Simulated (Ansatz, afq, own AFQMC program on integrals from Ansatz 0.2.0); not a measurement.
# The Ga2–H5 bond of GaH$_{2}$OF, singlet, worked out

```yaml
atoms:
  - { symbol: O, position_ang: [-1.1377, -0.5803, -0.2753] }
  - { symbol: Ga, position_ang: [0.3839, 0.2800, 0.0122] }
  - { symbol: F, position_ang: [0.4429, 1.7898, -0.8644] }
  - { symbol: H, position_ang: [-1.2205, -1.4207, 0.1867] }
  - { symbol: H, position_ang: [1.5815, -0.1425, 0.8995] }
```

The molecule and both fragments are relaxed with PBE0/def2-SVP; the fragments keep their bonds.

Basis def2-TZVP. Noble-gas cores (and the filled d shells of Ga–Kr and In–Xe) are frozen. AFQMC by an in-house program on the Cholesky factors that Ansatz 0.2.0 writes for its CCSD(T) run. The CISD trial takes its coefficients from CCSD amplitudes. Released means that phaseless walkers are propagated on without the constraint, phases kept. ± is one standard error of the sampling. No spin–orbit coupling.

Total energies in eV. CBS is CCSD(T) at the limit of def2-TZVPP/QZVPP (extrapolated itself); the highest rung of each member is named.

Cautions: inner d shell frozen; no relativity below Rb; no spin-orbit coupling; GaH₂OF (singlet): the released value is read at 1.50 1/Eh (meV from the phaseless value at times in 1/Eh: 12 ± 6 at 0.24, 7 ± 7 at 0.51, 16 ± 8 at 0.99, 17 ± 10 at 1.50); GaHOF (doublet): the released value is read at 1.50 1/Eh with a noise of 15 meV, more than in the cases checked (meV from the phaseless value at times in 1/Eh: -9 ± 8 at 0.24, -4 ± 9 at 0.51, -5 ± 11 at 0.99, -7 ± 15 at 1.50).

| member | count | CCSD(T)/def2-TZVP | highest rung in def2-TZVP | which | CCSD(T)/CBS |
| --- | --- | --- | --- | --- | --- |
| GaHOF, doublet | +1 | -57112.2189 | -57112.2500 ± 0.0151 | released AFQMC | -57116.1182 |
| H (doublet) | +1 | -13.6005 | -13.6005 | FCI | -13.6059 |
| GaH₂OF, singlet | -1 | -57129.3141 | -57129.3441 ± 0.0096 | released AFQMC | -57133.3246 |

**Question.** Work out the best estimate of the bond energy: the CCSD(T)/CBS difference plus the step from CCSD(T) to the highest rung.

**Answer.** Sums with the counts: CCSD(T)/CBS 3.6005 eV, highest rung 3.4936 eV, CCSD(T)/def2-TZVP 3.4947 eV. The step is 3.4936 − 3.4947 = -0.0011 eV, so the best estimate is 3.6005 + (-0.0011) = 3.5994 eV, with sampling noise 0.018 eV. The step is under twice that noise, so its sign is open. The basis set is worth 0.106 eV of it. Zero-point, core-correlation and spin–orbit terms aren't in it. Past Ne the Hartree–Fock part of each CBS total tends to overshoot, since the cores don't follow the formula; that largely cancels in the difference.

Best estimates are given only where the step beyond CCSD(T) is under 0.3 eV and no member's determinant is very poor (T1 over 0.05, or 0.07 for open shells, ⟨S²⟩ too high by 0.3, two states mixed), so the hardest cases are missing from such tables.

Each member of a difference takes its own highest rung, so a best estimate needn't equal the limit plus the step of one row. Released energies are given only where the last usable release times agree within the noise; a slower fall can still hide under it.
